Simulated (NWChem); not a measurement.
Everything below was run with NWChem. System: F$_{4}$Si, charge 0, spin multiplicity 1, at a geometry optimised with PBE0/def2-SVP. The structure started from a generated list of species. Level: RHF/def2-TZVP.

The NWChem input:

```
start mol
memory heap 200 mb stack 900 mb global 1100 mb
geometry units angstroms nocenter noautoz
  F      0.000000    -1.295074    -0.915783
  Si     0.000000     0.000000     0.000000
  F      0.000000     1.295074    -0.915783
  F      1.295074     0.000000     0.915783
  F     -1.295074     0.000000     0.915783
  symmetry group C2v
end
basis spherical
  * library def2-tzvp
end
scf
  rhf
  nopen 0
  maxiter 100
  thresh 1e-7
  semidirect memsize 60000000 filesize 0
end
task scf energy
```

Output (cleaned and shortened):

```
             Northwest Computational Chemistry Package (NWChem) 7.3.0
             --------------------------------------------------------

                                NWChem Input Module
                                -------------------

 Scaling coordinates for geometry "geometry" by  1.889725989
 (inverse scale =  0.529177249)

 Turning off AUTOSYM since
 SYMMETRY directive was detected!

                             Geometry "geometry" -> ""
                             -------------------------

 Output coordinates in angstroms (scale by  1.889725989 to convert to a.u.)

  No.       Tag          Charge          X              Y              Z
 ---- ---------------- ---------- -------------- -------------- --------------
    1 F                    9.0000     0.00000000    -1.29507400    -0.91578300
    2 Si                  14.0000     0.00000000     0.00000000     0.00000000
    3 F                    9.0000     0.00000000     1.29507400    -0.91578300
    4 F                    9.0000     1.29507400     0.00000000     0.91578300
    5 F                    9.0000    -1.29507400     0.00000000     0.91578300

 Effective nuclear repulsion energy (a.u.)     267.4369271580

            Nuclear Dipole moment (a.u.)
            ----------------------------
        X                 Y               Z
 ---------------- ---------------- ----------------
     0.0000000000     0.0000000000     0.0000000000

      Symmetry information
      --------------------

 Group name             C2v
 Group number             16
 Group order               4
 No. of unique centers     3

      Symmetry unique atoms

     1    2    4


 Summary of "ao basis" -> "" (spherical)
 ------------------------------------------------------------------------------
       Tag                 Description            Shells   Functions and Types
 ---------------- ------------------------------  ------  ---------------------
 *                         def2-tzvp                  on all atoms

 Summary of "ao basis" -> "ao basis" (spherical)
 ------------------------------------------------------------------------------
       Tag                 Description            Shells   Functions and Types
 ---------------- ------------------------------  ------  ---------------------
 F                         def2-tzvp                11       31   5s3p2d1f
 Si                        def2-tzvp                13       37   5s5p2d1f

                                 NWChem SCF Module
                                 -----------------

  ao basis        = "ao basis"
  functions       =   161
  atoms           =     5
  closed shells   =    25
  open shells     =     0
  charge          =   0.00
  wavefunction    = RHF
  use symmetry    = T
  symmetry adapt  = T

 Summary of "ao basis" -> "ao basis" (spherical)
 ------------------------------------------------------------------------------
       Tag                 Description            Shells   Functions and Types
 ---------------- ------------------------------  ------  ---------------------
 F                         def2-tzvp                11       31   5s3p2d1f
 Si                        def2-tzvp                13       37   5s5p2d1f

      Symmetry analysis of basis
      --------------------------

        a1         58
        a2         23
        b1         40
        b2         40

 Forming initial guess at       0.1s

      Superposition of Atomic Density Guess
      -------------------------------------

 Sum of atomic energies:        -686.50772398

      Non-variational initial energy
      ------------------------------

 Total energy =    -687.277378
 1-e energy   =   -1489.785330
 2-e energy   =     535.071025
 HOMO         =      -0.658400
 LUMO         =       0.018810

      Symmetry analysis of molecular orbitals - initial
      -------------------------------------------------

 !! scf_movecs_sym_adapt:   80 vectors were symmetry contaminated

  Symmetry fudging

 !! scf_movecs_sym_adapt:   80 vectors were symmetry contaminated

  Numbering of irreducible representations:

     1 a1          2 a2          3 b1          4 b2

  Orbital symmetries:

     1 a1          2 a1          3 a1          4 b2          5 b1
     6 a1          7 a1          8 b1          9 b2         10 a1
    11 a1         12 b2         13 b1         14 a1         15 a1
    16 b1         17 b2         18 a1         19 a2         20 a1
    21 b2         22 b1         23 a2         24 b1         25 b2
    26 a1         27 b2         28 b1         29 a1         30 a1
    31 b1         32 b2         33 a1         34 b1         35 b2

 Starting SCF solution at       2.3s

 ----------------------------------------------
         Quadratically convergent ROHF

 Convergence threshold     :          1.000E-07
 Maximum no. of iterations :          100
 Final Fock-matrix accuracy:          1.000E-09
 ----------------------------------------------

              iter       energy          gnorm     gmax       time
             ----- ------------------- --------- --------- --------
                 1     -687.0833983203  1.45D+00  2.59D-01      2.5
                 2     -687.1693155031  2.98D-01  1.09D-01      3.0
                 3     -687.1743813931  7.27D-02  1.75D-02      3.2
                 4     -687.1746406849  5.12D-03  1.50D-03      3.8
                 5     -687.1746423683  1.55D-05  4.05D-06      4.6
                 6     -687.1746423683  4.00D-09  5.68D-10      5.6

       Final RHF  results
       ------------------

         Total SCF energy =   -687.174642368276
      One-electron energy =  -1490.992944690915
      Two-electron energy =    536.381375164618
 Nuclear repulsion energy =    267.436927158021

        Time for solution =      3.3s

       Symmetry analysis of molecular orbitals - final
       -----------------------------------------------

  Numbering of irreducible representations:

     1 a1          2 a2          3 b1          4 b2

  Orbital symmetries:

     1 a1          2 b2          3 b1          4 a1          5 a1
     6 a1          7 b2          8 b1          9 a1         10 a1
    11 a1         12 b1         13 b2         14 a1         15 a1
    16 b1         17 b2         18 a1         19 a2         20 a1
    21 b1         22 b2         23 a2         24 b1         25 b2
    26 a1         27 b2         28 b1         29 a1         30 b2
    31 b1         32 a1         33 a1         34 b2         35 b1

             Final eigenvalues
             -----------------

              1
    1  -68.9462
    2  -26.3409
    3  -26.3409
    4  -26.3409
    5  -26.3409
    6   -6.2769
    7   -4.3867
    8   -4.3867
    9   -4.3867
   10   -1.6659
   11   -1.6319
   12   -1.6319
   13   -1.6319
   14   -0.8565
   15   -0.7774
   16   -0.7774
   17   -0.7774
   18   -0.7262
   19   -0.7262
   20   -0.7100
   21   -0.7100
   22   -0.7100
   23   -0.6786
   24   -0.6786
   25   -0.6786
   26    0.1396
   27    0.1829
   28    0.1829
   29    0.1829
   30    0.3560
   31    0.3560
   32    0.3560
   33    0.3963
   34    0.5167
   35    0.5167

                       ROHF Final Molecular Orbital Analysis
                       -------------------------------------

 Vector   23  Occ=2.000000D+00  E=-6.786340D-01  Symmetry=a2
              MO Center= -6.0D-12,  4.8D-12, -3.4D-13, r^2= 2.9D+00
   Bfn.  Coefficient  Atom+Function         Bfn.  Coefficient  Atom+Function
  ----- ------------  ---------------      ----- ------------  ---------------
     6      0.249991  1 F  px                74     -0.249991  3 F  px
   106      0.249991  4 F  py               137     -0.249991  5 F  py
     9      0.220444  1 F  px                77     -0.220444  3 F  px
   109      0.220444  4 F  py               140     -0.220444  5 F  py

 Vector   24  Occ=2.000000D+00  E=-6.786334D-01  Symmetry=b1
              MO Center=  2.2D-14, -4.8D-12,  4.5D-01, r^2= 2.7D+00
   Bfn.  Coefficient  Atom+Function         Bfn.  Coefficient  Atom+Function
  ----- ------------  ---------------      ----- ------------  ---------------
   107      0.249988  4 F  pz               138     -0.249988  5 F  pz
   110      0.220442  4 F  pz               141     -0.220442  5 F  pz
     6      0.176762  1 F  px                74      0.176762  3 F  px
   105     -0.176783  4 F  px               136     -0.176783  5 F  px
     9      0.155870  1 F  px                77      0.155870  3 F  px

 Vector   25  Occ=2.000000D+00  E=-6.786334D-01  Symmetry=b2
              MO Center=  6.0D-12,  5.8D-15, -4.5D-01, r^2= 2.7D+00
   Bfn.  Coefficient  Atom+Function         Bfn.  Coefficient  Atom+Function
  ----- ------------  ---------------      ----- ------------  ---------------
     8      0.249988  1 F  pz                76     -0.249988  3 F  pz
    11      0.220442  1 F  pz                79     -0.220442  3 F  pz
     7     -0.176783  1 F  py                75     -0.176783  3 F  py
   106      0.176762  4 F  py               137      0.176762  5 F  py
    10     -0.155889  1 F  py                78     -0.155889  3 F  py

 Vector   26  Occ=0.000000D+00  E= 1.396254D-01  Symmetry=a1
              MO Center=  2.1D-16, -1.9D-16, -8.5D-13, r^2= 4.6D+00
   Bfn.  Coefficient  Atom+Function         Bfn.  Coefficient  Atom+Function
  ----- ------------  ---------------      ----- ------------  ---------------
    36      2.554529  2 Si s                  5     -0.710290  1 F  s
    73     -0.710290  3 F  s                104     -0.710290  4 F  s
   135     -0.710290  5 F  s                 13     -0.242620  1 F  py
    81      0.242620  3 F  py               111      0.242620  4 F  px
   142     -0.242620  5 F  px                34     -0.191985  2 Si s

 Vector   27  Occ=0.000000D+00  E= 1.828574D-01  Symmetry=b2
              MO Center=  8.3D-18, -5.9D-14,  2.4D-01, r^2= 6.6D+00
   Bfn.  Coefficient  Atom+Function         Bfn.  Coefficient  Atom+Function
  ----- ------------  ---------------      ----- ------------  ---------------
    50      1.642942  2 Si py                 5      0.752315  1 F  s
    73     -0.752315  3 F  s                112     -0.212171  4 F  py
   143     -0.212171  5 F  py                14      0.151832  1 F  pz
    82     -0.151832  3 F  pz

 Vector   28  Occ=0.000000D+00  E= 1.828574D-01  Symmetry=b1
              MO Center= -3.6D-14,  6.9D-17, -2.4D-01, r^2= 6.6D+00
   Bfn.  Coefficient  Atom+Function         Bfn.  Coefficient  Atom+Function
  ----- ------------  ---------------      ----- ------------  ---------------
    49      1.642942  2 Si px               104     -0.752315  4 F  s
   135      0.752315  5 F  s                 12     -0.212171  1 F  px
    80     -0.212171  3 F  px               113      0.151832  4 F  pz
   144     -0.151832  5 F  pz

 center of mass
 --------------
 x =   0.00000000 y =   0.00000000 z =   0.00000000

 moments of inertia (a.u.)
 ------------------
         455.173374544938           0.000000000000           0.000000000000
           0.000000000000         455.173374544938           0.000000000000
           0.000000000000           0.000000000000         455.159759413774

  Mulliken analysis of the total density
  --------------------------------------

    Atom       Charge   Shell Charges
 -----------   ------   -------------------------------------------------------
    1 F    9     9.36   0.77  1.20  0.59  1.01  0.33  2.24  2.31  0.89  0.00  0.01  0.00
    2 Si  14    12.55   2.00  0.58  1.40  0.59  0.03  4.12  1.73  0.54  0.58  0.04  0.43  0.28  0.23
    3 F    9     9.36   0.77  1.20  0.59  1.01  0.33  2.24  2.31  0.89  0.00  0.01  0.00
    4 F    9     9.36   0.77  1.20  0.59  1.01  0.33  2.24  2.31  0.89  0.00  0.01  0.00
    5 F    9     9.36   0.77  1.20  0.59  1.01  0.33  2.24  2.31  0.89  0.00  0.01  0.00

       Multipole analysis of the density wrt the origin
       ------------------------------------------------

     L   x y z        total         open         nuclear
     -   - - -        -----         ----         -------
     0   0 0 0     -0.000000      0.000000     50.000000

     1   1 0 0     -0.000000      0.000000      0.000000
     1   0 1 0      0.000000      0.000000      0.000000
     1   0 0 1     -0.000000      0.000000      0.000000

     2   2 0 0    -24.334511      0.000000    107.810074
     2   1 1 0     -0.000000      0.000000      0.000000
     2   1 0 1     -0.000000      0.000000      0.000000
     2   0 2 0    -24.334511      0.000000    107.810074
     2   0 1 1     -0.000000      0.000000      0.000000
     2   0 0 2    -24.334768      0.000000    107.816524

 Task  times  cpu:        5.6s     wall:        5.6s

 Total times  cpu:        5.7s     wall:        5.7s
```
